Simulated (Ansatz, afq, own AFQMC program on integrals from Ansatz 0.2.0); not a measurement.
Two steps: Ansatz 0.2.0 writes the Fock matrix and Cholesky factors of the valence space, and afq projects on them the lowest state that overlaps trial and start.

```yaml
crystal:
  periodic: [false, false, false]
  atoms:
    - {symbol: As, position_ang: [0.000000, 0.000000, 0.000000]}
basis:
  gaussian: {orbitals: aug-cc-pVDZ}
total_charge: 1
magnetization: {spin_polarized: true, initial_magnetization: 4}
correlation: {method: ccsd_t, electrons: outside_noble_gas, hamiltonian_folder: ham}
```

```sh
$ ansatz run in.yaml --threads 1 --pin off --events-out ev --progress --plain --max-ram 1382MiB
```

afq runs on the folder ham with

```
--method phaseless --trial cisd --walkers 140 --populations 1 --least-time 40 --time-step 0.005 --steps-per-block 50 --equilibration-blocks 28 --max-blocks 300 --target-error 0.00024 --factor-cut 1e-05 --start spin_pure --seed 2613 --release-times 0.24,0.51,0.99,1.62,2.4 --release-step 0.03 --release-every 4 --taylor-order 6
```

Times are imaginary, in 1/Eh. The walk had a cap of 524 s. Filled inner d shells are frozen with the cores.

Log:

```
orbitals 22  electrons 4 0  factors 127 of 239
reference energy -2233.65635951 Eh
CCSD correlation -0.01978525 Eh in 7 cycles, weight of the determinant in the CISD state 0.9860
energy of the start -2233.676145 Eh
 block  time / (1/Eh)  mean weight  energy / Eh
     1     0.250  1.0001  -2233.676146
     2     0.500  1.0000  -2233.676161
     3     0.750  1.0002  -2233.676166
     4     1.000  1.0002  -2233.676193
     5     1.250  0.9999  -2233.676184
    10     2.500  0.9999  -2233.676202
    29     7.250  0.9999  -2233.676235
    49    12.250  0.9998  -2233.676260
    69    17.250  0.9996  -2233.676253
    89    22.250  1.0000  -2233.676267
   109    27.250  1.0005  -2233.676265
   125    31.250  1.0002  -2233.676181
   129    32.250  0.9999  -2233.676201
   149    37.250  0.9999  -2233.676231
   161    40.250  0.9999  -2233.676293
   169    42.250  1.0001  -2233.676269
   185    46.250  0.9998  -2233.676270
blocks merged  error / Eh  count
     1  0.000004  160
     2  0.000005  80
     4  0.000005  40
     8  0.000006  20
    16  0.000005  10
released: time / (1/Eh)  energy / Eh  error  mean overlap
  0.24  -2233.676238  0.000004  0.9992
  0.51  -2233.676237  0.000005  0.9986
  0.99  -2233.676244  0.000004  0.9932
  1.62  -2233.676241  0.000005  0.9959
  2.40  -2233.676233  0.000003  1.0038
energy -2233.676234 +/- 0.000006 Eh
(rows thinned)
```

The run passed its tests (sampling time, drift between the halves within three errors, error under three times the target), which doesn't prove that it has relaxed.

Against this walk (error 0.2 meV) on the same determinant: CCSD(T) 0.6 meV higher, CCSDT(Q) 0.1 meV lower (within the noise), full CI 0.1 meV lower (within the noise). The error is statistical and leaves out the bias of the constraint. Released to 2.40 1/Eh the energy moves by 0.03 ± 0.18 meV (both errors), within twice the noise.

Cautions: constraint bias not in the error; no relativity below Rb; no spin-orbit coupling; inner d shell frozen; another spin lies lower (by 5.59 eV).

The walk took 60 s on 1 thread of Arm Neoverse V2, on a shared host. The log's last line is the phaseless energy.

CCSDT and higher add their correlation energy to the determinant of the CCSD(T) run, since their own runs factorise the integrals more tightly (a shift of under 2 meV). A walk keeps the symmetry of its determinant, which the program's search chose and which needn't be the lowest solution, so a lower state of the same spin and another symmetry isn't excluded.
